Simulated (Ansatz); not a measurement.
Gas-phase enthalpy of formation at 298 K, by the atomisation route, of NN (N2H4) (SMILES; N2H4, hydrazine). Each molecule is optimised on its own at B3LYP-D3(BJ)/def2-TZVP (Ansatz, a program for electronic structure), one conformer each, not searched for the lowest. Valence correlation only, unless marked. Open shells are spin-unrestricted. No spin-orbit coupling. No relativistic terms. CBS(X,Y): correlation extrapolated as X^-3; Hartree-Fock from the larger set. Thermal terms are rigid-rotor harmonic-oscillator values from B3LYP-D3(BJ) frequencies (Ansatz) at 298.15 K and 1 atm. 1 Eh = 627.5095 kcal/mol.

```
species    count  E, CCSD(T)/CBS(def2-TZVPPD,def2-QZVPPD) (Ansatz) (Eh)  E, PBE/def2-TZVPD (Ansatz) (Eh)  measured ΔHf at 0 K (kcal/mol)  H(298) - H(0) of the element (kcal/mol)
---------  -----  -----------------------------------------------------  -------------------------------  ------------------------------  ---------------------------------------
NN (N2H4)      1                                             -111.75736                       -111.78241                               -                                        -
H atom         4                                               -0.49998                         -0.49962                           51.63                                     1.01
N atom         2                                              -54.53021                        -54.53224                          112.53                                     1.04
```

Molecule: zero-point energy 33.35, H(298) - H(0) 2.64 kcal/mol. The route leaves out scalar relativity and anharmonic zero-point terms, and in the frozen-core level the core correlation. Atomic data: G2/97 table in ASE.

Measured: 22.8 kcal/mol (Active Thermochemical Tables 1.112 (ions: stationary electron), as tabulated in the package chemicals).

**Question.** Work out De, D0 and ΔHf at 0 and 298 K at both levels, and their errors against the measured value.

**Answer.** 
The atoms' values sum to 431.58 (0 K) and 6.12 (thermal), in kcal/mol.
- CCSD(T)/CBS(def2-TZVPPD,def2-QZVPPD): De = 437.39; D0 = 437.39 - 33.35 = 404.04; ΔHf(0 K) = 431.58 - 404.04 = 27.54; ΔHf(298 K) = 27.54 + 2.64 - 6.12 = 24.06; error +1.3.
- PBE/def2-TZVPD: De = 451.46; D0 = 451.46 - 33.35 = 418.11; ΔHf(0 K) = 431.58 - 418.11 = 13.47; ΔHf(298 K) = 13.47 + 2.64 - 6.12 = 9.99; error -12.8.
